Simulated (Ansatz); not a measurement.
The same path of AlH$_{6}$NO (9 atoms, charge 0, multiplicity 1) was run 3 times with different band settings. Lost on the way: Al1–H2, O7–H9. Made: H2–H9.

Level of theory: RKS B3LYP-D4/def2-SVP (Ansatz).

Relaxed end points:

```xyz
9
Properties=species:S:1:pos:R:3
Al -0.160 -0.028 0.100
H -0.189 -1.086 1.292
N 1.544 0.354 -0.554
H 2.337 -0.226 -0.282
H 1.681 0.612 -1.531
H -1.369 0.176 -0.906
O 0.106 1.737 1.041
H 1.018 1.675 0.606
H 0.219 1.754 2.003
```

```xyz
9
Properties=species:S:1:pos:R:3
Al 0.132 0.595 -0.617
H -0.262 -0.044 3.291
N 1.733 0.135 -1.225
H 1.875 -0.548 -1.964
H 2.632 0.486 -0.909
H -1.168 -0.035 -1.231
O -0.069 1.735 0.642
H 0.606 2.239 1.105
H -0.291 0.405 2.676
```

Common settings: spring 5.0 eV/Å²; optimiser quadratic models (default); start path through a guess of the saddle point; iteration limit 60; end points relaxed.

| run | movable images | climbing image | force threshold |
| --- | --- | --- | --- |
| 1 | 5 | yes | 0.05 eV/Å |
| 2 | 3 | no | 0.05 eV/Å |
| 3 | 5 | yes | 0.5 eV/Å |

Problem. What does each run give, and how far can it be trusted?

Solution. Run 1: converged after 31 iterations, highest image 0.766 eV above the first end. The profile has 2 maxima (images 2, 4) with wells between them (image 3): this band takes more than one step, which may be the mechanism or a detour left from its start path. A vibrational analysis at the climbing image gives one clearly imaginary mode, 1208i cm⁻¹: a first-order saddle point. Another band between the same ends, with other settings, climbed to 0.481 eV only, so this may not be the lowest route.
Run 2: converged after 14 iterations, highest image 0.220 eV above the first end. No image climbed, so the highest image needn't sit at the top of the path. A band with more images between the same ends climbed to 0.77 eV, so this one has probably stepped over the top. So few images can step over the top or miss a turn of the path.
Run 3: converged after 8 iterations, highest image 0.481 eV above the first end. The threshold of 0.5 eV/Å is loose, so the images may lie well off the minimum-energy path. The order of the stationary point at the top wasn't checked.
The orbitals stay closed-shell, which can raise the energy where a bond breaks towards radicals; this wasn't checked here.
